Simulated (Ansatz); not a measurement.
# AlH₂− (singlet): the correlation ladder at distance Al1–H2 = 2.284 Å, aug-cc-pVDZ

Aim: climb from Hartree-Fock through coupled cluster and multireference methods for AlH₂− (singlet) at one geometry and basis, and see what each rung misses.

Program: Ansatz 0.2.0, Gaussian basis. Level of theory: aug-cc-pVDZ, core rule «outside noble gas», up to 5 orbitals frozen. These are calculated values, not measurements.

To be run: UHF; CCSD(T) on RHF; CCSD(T) on UHF; BCCD(T) on RHF; CISD; CCSDT(Q) on RHF; CCSDT(Q) on UHF; CCSDTQ on RHF; CASSCF and MRCISD+Q, 2 electrons in 2 orbitals; CASSCF and NEVPT2, 2 electrons in 2 orbitals; CASSCF and MRCISD+Q, 6 electrons in 6 orbitals; CASSCF and NEVPT2, 6 electrons in 6 orbitals; Full CI.

## Step 1: The geometry

The geometry derives from a PBE0/def2-TZVPD stationary point (not a proven minimum). One bond is set to the value named and the two fragments are kept rigid.

3 atoms, charge -1, spin multiplicity 1.

Atoms are counted from 1 here; the program's logs count them from 0.

Bond lengths: Al1–H3 1.697 Å.

Coordinates:

```xyz
3
charge -1, multiplicity 1
Al    0.0000   -0.0951    0.0148
H     0.0000    1.4742   -1.6447
H     0.0000    1.0708    1.2477
```

## Step 2: UHF

File in.yaml:

```yaml
crystal:
  periodic: [false, false, false]
  atoms:
    - {symbol: Al, position_ang: [0.000000, -0.095072, 0.014830]}
    - {symbol: H, position_ang: [0.000000, 1.474209, -1.644692]}
    - {symbol: H, position_ang: [0.000000, 1.070769, 1.247710]}
basis:
  gaussian: {orbitals: aug-cc-pVDZ}
total_charge: -1
magnetization: {spin_polarized: true, initial_magnetization: 0}
hamiltonian: {xc: hf}
output: {orbitals: {seedname: orbitals}}
```

On the command line:

```bash
> ansatz run in.yaml --threads 1 --pin off --events-out ev --progress --plain --max-ram 4096MiB --backend cpu
```

After this run come: CCSD(T) on RHF; CCSD(T) on UHF; BCCD(T) on RHF; CISD; CCSDT(Q) on RHF; CCSDT(Q) on UHF; CCSDTQ on RHF; CASSCF and MRCISD+Q, 2 electrons in 2 orbitals; CASSCF and NEVPT2, 2 electrons in 2 orbitals; CASSCF and MRCISD+Q, 6 electrons in 6 orbitals; CASSCF and NEVPT2, 6 electrons in 6 orbitals; Full CI.

**Question.** What will the summary of the whole plan be? Wanted: FCI from the RHF energy; RMP2 from FCI; RCCSD from FCI; RCCSD(T) from FCI; RCCSDT(Q) from FCI; NEVPT2 pair from FCI; MRCISD+Q pair from FCI; NEVPT2 valence from FCI; T1 diagnostic.

As calculated:

| quantity | value |
| --- | --- |
| FCI from the RHF energy | -3.2328 eV |
| RMP2 from FCI | +89.3 kJ/mol |
| RCCSD from FCI | +10.5 kJ/mol |
| RCCSD(T) from FCI | +2.9 kJ/mol |
| RCCSDT(Q) from FCI | +0.1 kJ/mol |
| NEVPT2 pair from FCI | +82.2 kJ/mol |
| MRCISD+Q pair from FCI | -3.8 kJ/mol |
| NEVPT2 valence from FCI | +71.4 kJ/mol |
| levels within 1 kcal/mol (43 meV) | RCCSD(T), BCCD(T), RCCSDT, RCCSDT(Q), RCCSDTQ, MRCISD+Q pair, MRCISD+Q valence |
| T1 diagnostic | 0.019 |
| effectively unpaired electrons | 0.15 |

What this shows: RCCSD(T) lands +2.9 kJ/mol from the yardstick (0.9 % of the correlation energy). MRCISD+Q pair falls below full CI: the +Q correction isn't variational, and the cores differ from full CI's. One determinant dominates. Of the multireference levels listed MRCISD+Q valence comes nearest in total energy (+1.3 kJ/mol), which doesn't show that its space is the better one. These misses are within one basis, not against nature.
